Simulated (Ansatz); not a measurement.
We consider TlGaTe2 (I4/mcm, No. 140), described by B3LYP (VWN-RPA form) (PAW; Ansatz, a quantum-chemistry and plane-wave program).

Settings: plane-wave cutoff 460 eV, 4×4×4 k mesh, Fermi–Dirac smearing 0.01 eV, scalar-relativistic PAW data made under PBE.

Cell (measured lattice):

```yaml
crystal:
  lattice:
    - [-4.21450, 4.21450, 3.43250]
    - [4.21450, -4.21450, 3.43250]
    - [4.21450, 4.21450, -3.43250]
  atoms:
    - { symbol: Ga, position: [0.75000, 0.25000, 0.50000] }
    - { symbol: Ga, position: [0.25000, 0.75000, 0.50000] }
    - { symbol: Te, position: [0.67000, 0.17000, 0.84000] }
    - { symbol: Te, position: [0.17000, 0.33000, 0.50000] }
    - { symbol: Te, position: [0.33000, 0.83000, 0.16000] }
    - { symbol: Te, position: [0.83000, 0.67000, 0.50000] }
    - { symbol: Tl, position: [0.25000, 0.25000, 0.00000] }
    - { symbol: Tl, position: [0.75000, 0.75000, 0.00000] }
```

Problem. Estimate the band gap, smallest direct gap on the k points sampled and direct gap at Γ that the calculation returns.

Solution. 
- band gap: 1.21 eV
- smallest direct gap on the k points sampled: 1.38 eV
- direct gap at Γ: 4.14 eV

Measured, for comparison: band gap 0.84 eV (temperature not stated, not corrected to a static lattice, thermal gap, our sources range from 0.84 to 1.20; as tabulated in arXiv:0804.1639).

Note: cell and atoms aren't relaxed at this level (pressure 3.7 GPa).

Spin–orbit coupling is not included; with these elements it can move the gap by several tenths of an eV or more.

The computed numbers hold no vibrational or temperature effects.

The result took roughly 12 core-minutes.
